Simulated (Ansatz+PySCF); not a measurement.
A calculation with Ansatz (development build ahead of 0.2.0).

```yaml
crystal:
  periodic: [false, false, false]
  atoms:
    - { symbol: C, position_ang: [0.0, 0.0, 0.0] }
    - { symbol: F, position_ang: [0.82038, 0.82038, 0.82038] }
    - { symbol: F, position_ang: [0.82038, -0.82038, -0.82038] }
    - { symbol: F, position_ang: [-0.82038, 0.82038, -0.82038] }
    - { symbol: F, position_ang: [-0.82038, -0.82038, 0.82038] }
basis:
  gaussian: { orbitals: def2-SVP }
hamiltonian:
  xc: hf
correlation:
  method: mp2
  frozen_orbitals: { C: 1, F: 1 }
scf:
  omitted_lower_state_checks: [starts, atomic_configurations, cluster_reference, orbital_swaps, given_window_search, neighbouring_geometries, increment]
```

The input is written out in the form of the current development build from the run's settings.

The run gave:

| Quantity | Value |
| --- | --- |
| Converged | yes |
| Reference energy | -435.23299 hartree |
| Correlation energy | -0.88509 hartree |
| Total energy | -436.11808 hartree |
| Spin squared of the determinant | 0.000 |
| Stability test | minimum among restricted orbitals |
